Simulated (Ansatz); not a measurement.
Born–Oppenheimer molecular dynamics of BClH5N (8 atoms, charge 0, multiplicity 1). It starts at the highest image of a converged band, a first-order saddle point between two minima.

Computed with RKS r2SCAN-D4/def2-SVP in Ansatz 0.2.0.

- ensemble: NVE (velocity Verlet)
- time step: 0.5 fs
- steps asked: 200
- starting velocities drawn for: 300 K
- seed: 2737

Frames 5 fs apart, positions in Å, forces in eV/Å.

Velocities at 25 fs (Å/ps):

```
B -1.83 17.74 -2.76
N -0.84 1.91 5.04
H 2.36 -22.72 4.56
H -1.93 -14.40 0.96
H 16.92 2.19 3.54
H -22.50 -15.48 -7.39
Cl 0.46 -3.84 -1.69
H 20.37 -31.34 17.46
```

```xyz
8
Properties=species:S:1:pos:R:3:forces:R:3 time_fs=25 energy_less_start_eV=-0.189 T=545
B -0.015 0.140 0.220 -0.33 2.37 0.20
N -0.001 0.072 1.774 0.35 1.12 2.39
H -0.880 -0.279 2.199 0.51 0.22 -0.23
H 0.794 -0.426 2.216 -0.45 -0.03 -0.40
H 1.070 0.019 -0.241 0.36 -0.13 -0.25
H -1.023 -0.211 -0.307 -0.15 -0.27 -0.04
Cl -0.326 2.438 0.517 0.22 -1.08 -0.46
H 0.108 1.166 2.095 -0.51 -2.19 -1.21
8
Properties=species:S:1:pos:R:3:forces:R:3 time_fs=30 energy_less_start_eV=-0.403 T=822
B -0.029 0.251 0.204 -0.31 1.31 -0.06
N -0.003 0.075 1.812 0.12 -4.10 -1.36
H -0.832 -0.346 2.198 -0.85 0.21 0.25
H 0.750 -0.503 2.169 0.53 -0.37 -0.16
H 1.122 0.029 -0.228 -0.92 0.26 0.15
H -1.061 -0.276 -0.305 1.05 0.57 0.47
Cl -0.323 2.415 0.506 0.19 -1.54 -0.77
H 0.160 0.959 2.135 0.19 3.66 1.47
8
Properties=species:S:1:pos:R:3:forces:R:3 time_fs=35 energy_less_start_eV=-0.686 T=1187
B -0.049 0.393 0.193 0.28 1.34 2.11
N 0.002 0.044 1.847 0.23 1.51 0.91
H -0.891 -0.343 2.224 0.71 0.44 -0.29
H 0.765 -0.626 2.073 -0.49 0.59 0.03
H 1.024 0.092 -0.203 0.69 0.27 -0.39
H -0.929 -0.243 -0.230 -1.15 -0.12 -0.63
Cl -0.319 2.382 0.490 0.07 -1.27 -0.72
H 0.173 1.060 2.294 -0.34 -2.76 -1.02
8
Properties=species:S:1:pos:R:3:forces:R:3 time_fs=40 energy_less_start_eV=-0.851 T=1398
B -0.067 0.557 0.219 0.08 -1.82 0.49
N 0.009 0.023 1.884 -0.78 -1.61 -2.93
H -0.883 -0.285 2.213 -0.82 -0.78 0.13
H 0.728 -0.665 1.994 0.50 -0.56 0.39
H 1.023 0.225 -0.242 -0.11 0.35 0.16
H -0.962 -0.181 -0.249 0.16 0.87 0.16
Cl -0.314 2.340 0.470 -0.29 0.55 -0.33
H 0.164 0.832 2.365 1.26 3.00 1.95
8
Properties=species:S:1:pos:R:3:forces:R:3 time_fs=45 energy_less_start_eV=-0.470 T=907
B -0.079 0.681 0.258 1.15 -5.13 -0.50
N 0.009 -0.001 1.896 0.61 1.57 1.40
H -0.935 -0.339 2.201 1.07 0.23 -0.20
H 0.725 -0.759 1.986 -0.85 0.58 -0.08
H 1.022 0.426 -0.256 -0.29 -0.24 0.36
H -0.999 0.041 -0.254 0.12 0.07 0.20
Cl -0.312 2.305 0.448 -0.97 5.13 0.63
H 0.312 0.819 2.591 -0.83 -2.21 -1.82
8
Properties=species:S:1:pos:R:3:forces:R:3 time_fs=50 energy_less_start_eV=-0.125 T=462
B -0.069 0.700 0.290 0.73 -4.31 0.14
N 0.014 -0.009 1.913 -0.15 -1.24 -2.74
H -0.870 -0.382 2.175 -1.31 -0.02 0.48
H 0.618 -0.807 1.962 0.70 -0.92 -0.52
H 0.990 0.560 -0.205 0.91 -1.13 -0.23
H -1.033 0.259 -0.227 -0.45 -1.38 -0.19
Cl -0.316 2.302 0.430 -1.06 6.78 1.12
H 0.377 0.549 2.615 0.63 2.24 1.95
8
Properties=species:S:1:pos:R:3:forces:R:3 time_fs=55 energy_less_start_eV=-0.594 T=1066
B -0.042 0.626 0.321 -0.04 -1.31 -0.56
N 0.022 -0.031 1.910 0.07 -1.02 1.52
H -0.933 -0.374 2.212 1.09 0.76 -0.32
H 0.570 -0.933 1.840 -0.45 1.18 0.14
H 1.094 0.458 -0.175 -0.71 -0.61 0.32
H -1.111 0.197 -0.215 1.20 -0.67 0.52
Cl -0.326 2.342 0.419 -0.28 2.67 0.61
H 0.439 0.524 2.763 -0.88 -1.00 -2.22
8
Properties=species:S:1:pos:R:3:forces:R:3 time_fs=60 energy_less_start_eV=-0.941 T=1511
B -0.015 0.521 0.344 0.19 1.09 0.44
N 0.028 -0.068 1.913 -0.88 0.55 -2.02
H -0.899 -0.249 2.215 -1.42 -0.46 0.28
H 0.496 -0.922 1.737 0.77 -1.42 0.34
H 1.082 0.213 -0.092 -0.11 0.19 -0.07
H -0.972 -0.034 -0.112 -0.21 -0.31 -0.26
Cl -0.339 2.401 0.412 0.25 -0.84 0.14
H 0.427 0.444 2.648 1.42 1.21 1.15
8
Properties=species:S:1:pos:R:3:forces:R:3 time_fs=65 energy_less_start_eV=-0.531 T=985
B 0.013 0.435 0.374 -0.66 0.58 0.18
N 0.022 -0.103 1.897 0.39 0.45 1.37
H -0.977 -0.178 2.235 1.47 -0.14 -0.15
H 0.489 -1.044 1.742 -0.92 1.19 0.80
H 1.057 0.006 -0.030 0.69 0.79 -0.43
H -0.850 -0.326 -0.055 -0.35 0.78 -0.38
Cl -0.350 2.455 0.406 0.43 -2.43 0.02
H 0.590 0.487 2.608 -1.05 -1.21 -1.40
8
Properties=species:S:1:pos:R:3:forces:R:3 time_fs=70 energy_less_start_eV=-0.315 T=706
B 0.030 0.362 0.404 -0.14 -0.14 -1.58
N 0.018 -0.129 1.891 0.74 1.09 -0.67
H -0.893 -0.141 2.272 -1.42 0.36 0.97
H 0.359 -1.058 1.895 0.48 -1.56 -0.12
H 1.146 -0.016 -0.043 -0.53 1.04 0.27
H -0.810 -0.447 -0.084 0.06 1.32 -0.11
Cl -0.359 2.494 0.400 0.46 -2.88 0.17
H 0.677 0.413 2.410 0.36 0.78 1.07
8
Properties=species:S:1:pos:R:3:forces:R:3 time_fs=75 energy_less_start_eV=-0.315 T=706
B 0.044 0.292 0.406 -0.12 2.08 -0.85
N 0.021 -0.148 1.885 0.02 -0.44 2.95
H -0.901 -0.034 2.422 1.41 0.21 -1.04
H 0.254 -1.186 2.035 -0.10 1.70 -0.52
H 1.158 0.184 -0.016 0.32 0.05 0.00
H -0.793 -0.303 -0.163 -0.81 -0.13 -0.55
Cl -0.364 2.513 0.396 0.37 -2.61 0.36
H 0.759 0.429 2.388 -1.09 -0.86 -0.34
8
Properties=species:S:1:pos:R:3:forces:R:3 time_fs=80 energy_less_start_eV=-0.183 T=536
B 0.052 0.264 0.384 -0.71 2.61 -1.17
N 0.023 -0.170 1.912 0.68 2.24 -0.62
H -0.766 0.136 2.431 -1.79 0.27 0.35
H 0.163 -1.126 2.084 0.35 -2.04 0.22
H 1.205 0.405 0.021 -0.26 -0.72 -0.01
H -0.891 -0.143 -0.319 0.80 -0.13 0.70
Cl -0.367 2.514 0.394 0.24 -2.20 0.52
H 0.750 0.365 2.380 0.69 -0.02 0.02
```

Of the whole run (100 fs, mean temperature of the second half 916 K): The conserved energy stayed within 0.39 meV per atom of its start (net change -0.08 meV per atom), so the integration is sound. The kinetic energy rose, since the run started high on the potential surface and went downhill. A run of 0.1 ps of so small a system gives no equilibrium averages. The orbitals stay closed-shell, which can raise the energy where a bond breaks towards radicals; this wasn't checked here.

Time of the run: 12 min on 1 thread of Arm Neoverse V1, with other jobs on the host, peak memory 0.12 GiB.
